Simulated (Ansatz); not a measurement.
# SiF+ (quintet): the correlation ladder, 6-31G

How much of the correlation energy of SiF+ (quintet) does each wave-function method recover here?

Method: 6-31G, core rule «outside noble gas», up to 6 orbitals frozen; program: Ansatz 0.2.0, Gaussian basis.

The runs, in order: UHF; CCSD(T) on ROHF; CCSD(T) on UHF; BCCD(T) on ROHF; CISD; CCSDT(Q) on ROHF; CCSDT(Q) on UHF; CISDTQ; CCSDTQ on ROHF; CCSDTQ on UHF; Full CI.

13 further runs of the same task are left out: 4 for a known fault of the program, 4 that didn't finish, 5 set aside as unsound or not needed.

## (1) The geometry

The geometry is a PBE0/def2-TZVP stationary point (not a proven minimum) of the parent state, kept for this charge and spin.

2 atoms, charge 1, spin multiplicity 5.

Atoms are counted from 1 here; the program's logs count them from 0.

Bond lengths: Si1–F2 1.555 Å.

## (2) UHF

Contents of in.yaml:

```yaml
crystal:
  periodic: [false, false, false]
  atoms:
    - {symbol: Si, position_ang: [0.000000, 0.000000, 0.000000]}
    - {symbol: F, position_ang: [0.000000, 0.000000, 1.554800]}
basis:
  gaussian: {orbitals: 6-31G}
total_charge: 1
magnetization: {spin_polarized: true, initial_magnetization: 4}
hamiltonian: {xc: hf}
output: {orbitals: {seedname: orbitals}}
```

On the command line:

```
> ansatz run in.yaml --threads 1 --pin off --events-out ev --progress --plain --max-ram 2393MiB
```

Further steps of the session: CCSD(T) on ROHF; CCSD(T) on UHF; BCCD(T) on ROHF; CISD; CCSDT(Q) on ROHF; CCSDT(Q) on UHF; CISDTQ; CCSDTQ on ROHF; CCSDTQ on UHF; Full CI.

**Question.** What will the summary of the whole plan be? Wanted: FCI below the RHF energy; RMP2 from FCI; UMP2 from FCI; RCCSD from FCI; RCCSD(T) from FCI; UCCSD(T) from FCI; RCCSDT(Q) from FCI; UCCSDT(Q) from FCI; T1 diagnostic.

As calculated:

| quantity | value |
| --- | --- |
| FCI below the RHF energy | -2.5019 eV |
| RMP2 from FCI | +227.0 meV |
| UMP2 from FCI | +217.7 meV |
| RCCSD from FCI | +26.7 meV |
| RCCSD(T) from FCI | +4.7 meV |
| UCCSD(T) from FCI | +3.7 meV |
| RCCSDT(Q) from FCI | +0.1 meV |
| UCCSDT(Q) from FCI | -0.9 meV |
| levels within 1 kcal/mol (43 meV) | RCCSD, UCCSD, RCCSD(T), UCCSD(T), BCCD(T), RCCSDT, UCCSDT, CISDTQ, RCCSDT(Q), UCCSDT(Q), RCCSDTQ, UCCSDTQ |
| T1 diagnostic | 0.009 |
| effectively unpaired electrons | 4.00 |

RCCSD(T) lands +4.7 meV from the yardstick (0.2 % of the correlation energy). One determinant dominates. These misses are within one basis, not against nature; the frozen cores of restricted and unrestricted runs differ, which can shift their rows.
